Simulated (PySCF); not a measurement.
## Bond length, frequency and bond energy of PO by level of theory

State: ²Π (doublet), unpaired electrons π ↑. Set-up: basis P def2-TZVPPD, O def2-TZVPPD; no relativity; PySCF 2.14. De refers to P + O in their high-spin ground configurations, without counterpoise correction. The functionals are run spin-unrestricted. A positive dipole means P(−)O(+). Levels whose curve was spin-contaminated or gave no clean fit are not listed.

```json
{"Level": "UHF", "Re (Å)": "1.440", "ωe (cm⁻¹)": "1433", "De (eV)": "2.70", "μ (D)": "-2.38", "CPU s a point (SCF and correlation, without the integrals)": "1.6"}
{"Level": "UHF-CCSD", "Re (Å)": "1.477", "ωe (cm⁻¹)": "1279", "De (eV)": "5.47", "μ (D)": "n/a", "CPU s a point (SCF and correlation, without the integrals)": "n/a"}
{"Level": "UHF-CCSD(T)", "Re (Å)": "1.489", "ωe (cm⁻¹)": "1220", "De (eV)": "5.79", "μ (D)": "n/a", "CPU s a point (SCF and correlation, without the integrals)": "45"}
{"Level": "LDA", "Re (Å)": "1.483", "ωe (cm⁻¹)": "1236", "De (eV)": "7.82", "μ (D)": "-1.84", "CPU s a point (SCF and correlation, without the integrals)": "1.1"}
{"Level": "PBE", "Re (Å)": "1.496", "ωe (cm⁻¹)": "1199", "De (eV)": "6.65", "μ (D)": "-1.83", "CPU s a point (SCF and correlation, without the integrals)": "1.5"}
{"Level": "PBEsol", "Re (Å)": "1.491", "ωe (cm⁻¹)": "1216", "De (eV)": "7.04", "μ (D)": "-1.80", "CPU s a point (SCF and correlation, without the integrals)": "0.93"}
{"Level": "r²SCAN", "Re (Å)": "1.482", "ωe (cm⁻¹)": "1250", "De (eV)": "6.17", "μ (D)": "-1.85", "CPU s a point (SCF and correlation, without the integrals)": "2.5"}
{"Level": "B3LYP", "Re (Å)": "1.479", "ωe (cm⁻¹)": "1258", "De (eV)": "6.24", "μ (D)": "-2.04", "CPU s a point (SCF and correlation, without the integrals)": "2.6"}
{"Level": "PBE0", "Re (Å)": "1.474", "ωe (cm⁻¹)": "1286", "De (eV)": "6.02", "μ (D)": "-1.98", "CPU s a point (SCF and correlation, without the integrals)": "3"}
{"Level": "MN15", "Re (Å)": "1.466", "ωe (cm⁻¹)": "1323", "De (eV)": "6.26", "μ (D)": "-2.02", "CPU s a point (SCF and correlation, without the integrals)": "7.4"}
{"Level": "M06-2X", "Re (Å)": "1.469", "ωe (cm⁻¹)": "1320", "De (eV)": "6.22", "μ (D)": "-2.15", "CPU s a point (SCF and correlation, without the integrals)": "3.8"}
{"Level": "ωB97X-V", "Re (Å)": "1.472", "ωe (cm⁻¹)": "1308", "De (eV)": "6.33", "μ (D)": "-2.06", "CPU s a point (SCF and correlation, without the integrals)": "12"}
```

The bond length runs from 1.440 Å (UHF) to 1.496 Å (PBE). De spans 2.70 eV (UHF, mean field) to 7.82 eV (LDA, local density). Correlation at CCSD(T) changes the Hartree–Fock bond energy by +3.09 eV; the triples alone change it by +0.32 eV.

Correlated steps freeze 6 core orbitals. The state is the lowest determinant that a PBE0 search found; another state may lie lower at other levels.

The whole job (state search and all levels along the bond) took about 7.6 min on 2 threads of Arm Neoverse V1 (shared host), peak memory 3.2 GiB.
